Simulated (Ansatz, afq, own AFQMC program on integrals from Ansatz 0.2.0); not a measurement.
## BH₃, triplet in 6-31G, levels against full CI

```xyz
4

B    -0.1894    0.0943    0.2780
H     0.2369    0.6334   -0.8029
H     0.5350    0.0942    1.2176
H     1.2597   -1.7387   -3.3970
```

Basis 6-31G. Only valence electrons are correlated. Integrals, coupled cluster, full CI and functionals: Ansatz 0.2.0; the random walks run on the same integrals in our own AFQMC program. The CISD trial takes its coefficients from CCSD amplitudes. Released means that phaseless walkers are propagated on without the constraint, phases kept. Uncertainties: one standard error, sampling alone.

Determinant: UHF, the one that the program's search chose, which needn't be the lowest solution. The geometry is a point of a scan.

Full CI on the same integrals is exact in this basis and with this determinant's frozen core.

Cautions: lower spins were not checked.

- T1 diagnostic: 0.0057
- weight of the determinant in the CISD state: 0.964
- ⟨S²⟩ of the determinant: 2.002
- size of the correlated space: 6 electrons in 14 orbitals

Reference: full CI, correlation energy -1.502 eV. The released energy is read at 2.40 1/Eh (meV from the phaseless value at times in 1/Eh: -0.5 ± 0.4 at 0.24, -1.0 ± 0.4 at 0.51, -1.4 ± 0.3 at 0.99, -1.1 ± 0.3 at 1.62, -1.2 ± 0.3 at 2.40).

| level | E − E(reference) (kJ/mol) | share of correlation (%) |
| --- | --- | --- |
| HF | 144.9 | 0.00 |
| MP2 | 41.5 | 71.35 |
| CCSD | 2.5 | 98.27 |
| CCSD(T) | 0.8 | 99.44 |
| CCSDT | 0.0 | 99.98 |
| CCSDT(Q) | 0.0 | 100.00 |
| CCSDTQ | 0.0 | 100.00 |
| ph-AFQMC/CISD | 0.2 ± 0.04 | 99.88 |
| released AFQMC | 0.1 ± 0.03 | 99.96 |

CCSDT and higher add their correlation energy to the determinant of the CCSD(T) run, since their own runs factorise the integrals more tightly (a shift of under 2 meV). Released energies are given only where the last usable release times agree within the noise; a slower fall can still hide under it.
